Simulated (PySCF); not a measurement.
## Broadened absorption spectrum of 2-methylbutylamine

2-methylbutylamine, C5H13N.
Structure used (GFN2-xTB), in Å, numbered top down from 1:
```xyz
19
C5H13N angstrom
C      2.1702   -0.8038   -0.1115
C      1.2681    0.3832   -0.4317
C     -0.0890    0.3436    0.2796
C     -0.7755    1.7047    0.1886
C     -1.0096   -0.7330   -0.3044
N     -2.2469   -0.8051    0.4603
H      2.3346   -0.8801    0.9614
H      3.1356   -0.6811   -0.5974
H      1.7361   -1.7381   -0.4585
H      1.7831    1.2990   -0.1318
H      1.1048    0.4361   -1.5105
H      0.0790    0.1084    1.3376
H     -0.2075    2.4595    0.7277
H     -1.7739    1.6408    0.6115
H     -0.8605    2.0126   -0.8514
H     -0.4760   -1.6970   -0.3364
H     -1.2750   -0.4618   -1.3306
H     -2.8620   -1.5108    0.0702
H     -2.0452   -1.0679    1.4199
```

Method: PySCF, TDDFT PBE0/def2-SVPD, vertical, gas phase, core orbitals frozen in the response.

Broadening: Gaussians 0.3 eV wide at half height, area fixed by f = 4.319×10⁻⁹ ∫ε dν̃. The width is an assumption, not a result. The curve ends short of the highest state used, and states not computed would add to its high-energy end.

```json
{"E (eV)": "5.78", "ε (L mol⁻¹ cm⁻¹)": "2"}
{"E (eV)": "5.83", "ε (L mol⁻¹ cm⁻¹)": "6"}
{"E (eV)": "5.87", "ε (L mol⁻¹ cm⁻¹)": "15"}
{"E (eV)": "5.91", "ε (L mol⁻¹ cm⁻¹)": "36"}
{"E (eV)": "5.96", "ε (L mol⁻¹ cm⁻¹)": "89"}
{"E (eV)": "6.00", "ε (L mol⁻¹ cm⁻¹)": "166"}
{"E (eV)": "6.05", "ε (L mol⁻¹ cm⁻¹)": "314"}
{"E (eV)": "6.09", "ε (L mol⁻¹ cm⁻¹)": "468"}
{"E (eV)": "6.13", "ε (L mol⁻¹ cm⁻¹)": "632"}
{"E (eV)": "6.18", "ε (L mol⁻¹ cm⁻¹)": "800"}
{"E (eV)": "6.22", "ε (L mol⁻¹ cm⁻¹)": "866"}
{"E (eV)": "6.27", "ε (L mol⁻¹ cm⁻¹)": "831"}
{"E (eV)": "6.31", "ε (L mol⁻¹ cm⁻¹)": "720"}
{"E (eV)": "6.35", "ε (L mol⁻¹ cm⁻¹)": "565"}
{"E (eV)": "6.40", "ε (L mol⁻¹ cm⁻¹)": "364"}
{"E (eV)": "6.44", "ε (L mol⁻¹ cm⁻¹)": "229"}
{"E (eV)": "6.49", "ε (L mol⁻¹ cm⁻¹)": "114"}
{"E (eV)": "6.53", "ε (L mol⁻¹ cm⁻¹)": "63"}
{"E (eV)": "6.57", "ε (L mol⁻¹ cm⁻¹)": "45"}
{"E (eV)": "6.62", "ε (L mol⁻¹ cm⁻¹)": "66"}
{"E (eV)": "6.66", "ε (L mol⁻¹ cm⁻¹)": "127"}
{"E (eV)": "6.71", "ε (L mol⁻¹ cm⁻¹)": "284"}
{"E (eV)": "6.75", "ε (L mol⁻¹ cm⁻¹)": "492"}
{"E (eV)": "6.79", "ε (L mol⁻¹ cm⁻¹)": "776"}
{"E (eV)": "6.84", "ε (L mol⁻¹ cm⁻¹)": "1196"}
{"E (eV)": "6.88", "ε (L mol⁻¹ cm⁻¹)": "1516"}
{"E (eV)": "6.93", "ε (L mol⁻¹ cm⁻¹)": "1785"}
{"E (eV)": "6.97", "ε (L mol⁻¹ cm⁻¹)": "1832"}
{"E (eV)": "7.01", "ε (L mol⁻¹ cm⁻¹)": "1724"}
{"E (eV)": "7.06", "ε (L mol⁻¹ cm⁻¹)": "1440"}
{"E (eV)": "7.10", "ε (L mol⁻¹ cm⁻¹)": "1185"}
{"E (eV)": "7.15", "ε (L mol⁻¹ cm⁻¹)": "944"}
{"E (eV)": "7.19", "ε (L mol⁻¹ cm⁻¹)": "852"}
{"E (eV)": "7.23", "ε (L mol⁻¹ cm⁻¹)": "835"}
{"E (eV)": "7.28", "ε (L mol⁻¹ cm⁻¹)": "855"}
{"E (eV)": "7.32", "ε (L mol⁻¹ cm⁻¹)": "846"}
{"E (eV)": "7.37", "ε (L mol⁻¹ cm⁻¹)": "759"}
{"E (eV)": "7.41", "ε (L mol⁻¹ cm⁻¹)": "632"}
{"E (eV)": "7.45", "ε (L mol⁻¹ cm⁻¹)": "480"}
{"E (eV)": "7.50", "ε (L mol⁻¹ cm⁻¹)": "297"}
{"E (eV)": "7.54", "ε (L mol⁻¹ cm⁻¹)": "181"}
{"E (eV)": "7.59", "ε (L mol⁻¹ cm⁻¹)": "86"}
{"E (eV)": "7.63", "ε (L mol⁻¹ cm⁻¹)": "44"}
{"E (eV)": "7.68", "ε (L mol⁻¹ cm⁻¹)": "23"}
```

(1) Locate the maxima and give the states behind the curve.

(2) On this curve, what absorbance would a 10⁻⁴ mol/L sample give at 193 nm over a 1 cm path?

(3) Coming from long wavelengths, where does ε first pass 100 L mol⁻¹ cm⁻¹?

(4) Does any computed singlet lie in the visible range?

Results:

(1) 199 nm (6.23 eV), ε about 870, made up of S1 (100%); 178 nm (6.96 eV), ε about 1800, made up of S2 (89%) and S3 (10%); 170 nm (7.29 eV), ε about 860, made up of S4 (92%) (hardly more than a shoulder) (ε in L mol⁻¹ cm⁻¹; maxima over ε = 5, shares over 10%). The states used: S1 6.23 eV (f 0.0097); S2 6.95 eV (f 0.018); S3 7.02 eV (f 0.0023); S4 7.32 eV (f 0.0090); S5 8.09 eV (f 0.014); S6 8.28 eV (f 0.0042).

(2) 193 nm is 6.424 eV, where ε is about 280 L mol⁻¹ cm⁻¹, so A = ε c l ≈ 0.028 (Beer–Lambert, with the gas-phase spectrum and the assumed width).

(3) At about 208 nm (5.97 eV), 0.26 eV below S1.

(4) No computed singlet lies in the visible range (380 to 750 nm); the lowest, at 199 nm, stands 2.97 eV above its violet end (3.26 eV).

One conformer stands for the species.
